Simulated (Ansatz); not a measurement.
Gas-phase reaction in SMILES: C(C)CCl [1-chloropropane] -> Cl[CH]CC + H atom (the C-H bond breaks)

Quantity: bond dissociation energy (enthalpy at 298 K), in kcal/mol. Conventions: spin-orbit terms left out; 6-311+G** with 5d, 6d on Na to Ar in Ansatz (a first-principles code); non-relativistic; 6-31G* and kin with 6d, 5d where marked; UHF or UKS for open shells; no dispersion term unless named; valence correlation only. CBS(X,Y): correlation extrapolated as X^-3; Hartree-Fock from the larger set. The bracket is a focal-point correction in the basis named. Ab initio and DFT rows: single points at B3LYP-D3(BJ) geometries (Ansatz), with unscaled harmonic terms from B3LYP/6-31G* at its own minima.

Coupled cluster (Ansatz) is a level with limits of its own, used here on species with T1 under 0.025 (0.045 for open shells) and stable references: RI-MP2/CBS(cc-pV(T+d)Z,cc-pV(Q+d)Z)+[CCSD(T)-MP2]/cc-pV(D+d)Z.

Value to compare with, RI-MP2/CBS(cc-pV(T+d)Z,cc-pV(Q+d)Z)+[CCSD(T)-MP2]/cc-pV(D+d)Z (Ansatz): 98.8 kcal/mol.

```json
[
 {"level": "HF/3-21G", "program": "Ansatz", "bond dissociation energy (enthalpy at 298 K) (kcal/mol)": "80.3", "difference": "-18.5"},
 {"level": "HF/6-31G*", "program": "Ansatz", "bond dissociation energy (enthalpy at 298 K) (kcal/mol)": "74.4", "difference": "-24.4"},
 {"level": "SVWN5/6-31G*", "program": "Ansatz", "bond dissociation energy (enthalpy at 298 K) (kcal/mol)": "104.7", "difference": "5.9"},
 {"level": "PBE/6-31G*", "program": "Ansatz", "bond dissociation energy (enthalpy at 298 K) (kcal/mol)": "94.1", "difference": "-4.7"},
 {"level": "PBE/6-311+G**", "program": "Ansatz", "bond dissociation energy (enthalpy at 298 K) (kcal/mol)": "92.8", "difference": "-6.0"},
 {"level": "B3LYP/6-31G*", "program": "Ansatz", "bond dissociation energy (enthalpy at 298 K) (kcal/mol)": "96.1", "difference": "-2.7"},
 {"level": "B3LYP/6-311+G**", "program": "Ansatz", "bond dissociation energy (enthalpy at 298 K) (kcal/mol)": "95.1", "difference": "-3.7"},
 {"level": "PBE0/def2-TZVPD", "program": "Ansatz", "bond dissociation energy (enthalpy at 298 K) (kcal/mol)": "92.2", "difference": "-6.6"}
]
```

Among the 7 habitual levels, HF/6-31G* lies farthest from RI-MP2/CBS(cc-pV(T+d)Z,cc-pV(Q+d)Z)+[CCSD(T)-MP2]/cc-pV(D+d)Z (Ansatz) (-24.4 kcal/mol) and B3LYP/6-31G* nearest (-2.7); 1 of 7 lie above it, and their mean absolute difference is 9.4 kcal/mol, the median 5.9. One case shows no general order.

The levels are drawn from those run, B3LYP/6-31G* more often than the rest, none by its result; runs whose electronic state is in doubt are left out.
